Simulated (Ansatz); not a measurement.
## Ansatz (development build ahead of 0.2.0) run

```yaml
crystal:
  periodic: [false, false, false]
  atoms:
    - { symbol: C, position_ang: [1.16125, 0.0, 0.13758] }
    - { symbol: C, position_ang: [0.0, 1.16125, -0.13758] }
    - { symbol: C, position_ang: [-1.16125, 0.0, 0.13758] }
    - { symbol: C, position_ang: [0.0, -1.16125, -0.13758] }
    - { symbol: H, position_ang: [1.51673, 0.0, 1.27289] }
    - { symbol: H, position_ang: [2.12877, 0.0, -0.55347] }
    - { symbol: H, position_ang: [0.0, 1.51673, -1.27289] }
    - { symbol: H, position_ang: [0.0, 2.12877, 0.55347] }
    - { symbol: H, position_ang: [-2.12877, 0.0, -0.55347] }
    - { symbol: H, position_ang: [-1.51673, 0.0, 1.27289] }
    - { symbol: H, position_ang: [0.0, -2.12877, 0.55347] }
    - { symbol: H, position_ang: [0.0, -1.51673, -1.27289] }
basis:
  gaussian: { orbitals: cc-pVDZ }
hamiltonian:
  xc: hf
```

The input is written out in the form of the current development build from the run's settings.

The run gave:

* Converged: yes
* Total energy: -156.03697 hartree
* Spin squared of the determinant: 0.000

Caution: no unrestricted run beside it, a lower state can exist.
